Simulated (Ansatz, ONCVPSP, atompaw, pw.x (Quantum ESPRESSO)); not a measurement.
# Which Ge potential is closest to all-electron in the diamond crystal?

All use PBE, scalar-relativistic, no spin, cutoffs from each file’s atomic test, pw.x 7.5; 8³ k-points, Fermi–Dirac smearing 0.01 Ry. Δ is the rms difference from all-electron LAPW of the E(V) curves that follow from fits to the pressures, over ±6 % in volume. Mesh and smearing are coarse and serve the comparison alone. The files are a selection: those with a ghost or negative overlap were mostly not run, and those with noisy or unconverged pressures or nearly equal Δ are left out.

All-electron: a0 = 5.765 Å (V0 = 23.95 Å³/atom), B0 = 57.6 GPa.

Task: Rank them by Δ, smallest first.
A. optimised norm-conserving Vanderbilt (ONCV), ONCVPSP 4.0.1.1 (patched build), PBE; core [Ar] 3d10, reference 4s2 4p2; waves: 4s: rc 1.65 bohr, ncon 5, nbas 9, qcut 4.8 1/bohr, 1 projector; 4p: rc 2.30 bohr, ncon 3, nbas 7, qcut 2.9 1/bohr, 1 projector; d scattering state at 0.45 Ha: rc 2.25 bohr, ncon 3, nbas 7, qcut 3.7 1/bohr, 1 projector; local part: polynomial inside 1.35 bohr (lpopt 5, dvloc0 0 Ha); core correction: none.
B. PAW, atompaw 4.2.0.5, PBE; core [Ar] 3d10, reference 4s2 4p2; waves: 4s (bound): rc 2.15 bohr; 4s channel at 0.55 Ry: rc 1.65 bohr; 4p (bound): rc 2.15 bohr; 4p channel at 0.15 Ry: rc 2.15 bohr; 4d channel at 0.2 Ry: rc 2.15 bohr; 4d channel at 2.5 Ry: rc 2.15 bohr; local part: ultrasoft scheme with l = 3 at 0.5 Ry, radius 1.60 bohr; core correction: smooth core density matched at 1.25 bohr; augmentation: sinc compensation charge, radius 1.55 bohr; PAW radius 2.15 bohr; waves and projectors: custom rrkj gramschmidtortho.
C. optimised norm-conserving Vanderbilt (ONCV), ONCVPSP 4.0.1.1 (patched build), PBE; core [Ar] 3d10, reference 4s2 4p1; waves: 4s: rc 1.80 bohr, ncon 4, nbas 6, qcut 4.3 1/bohr, 3 projectors, debl 1.7 Ha; 4p: rc 2.10 bohr, ncon 4, nbas 8, qcut 4.6 1/bohr, 1 projector; d scattering state at 0.23 Ha: rc 1.70 bohr, ncon 5, nbas 10, qcut 5.7 1/bohr, 1 projector; local part: polynomial inside 1.50 bohr (lpopt 5, dvloc0 0 Ha); core correction: none.

Result: B (0.3 meV/atom), A (1.8 meV/atom), C (3.4 meV/atom).
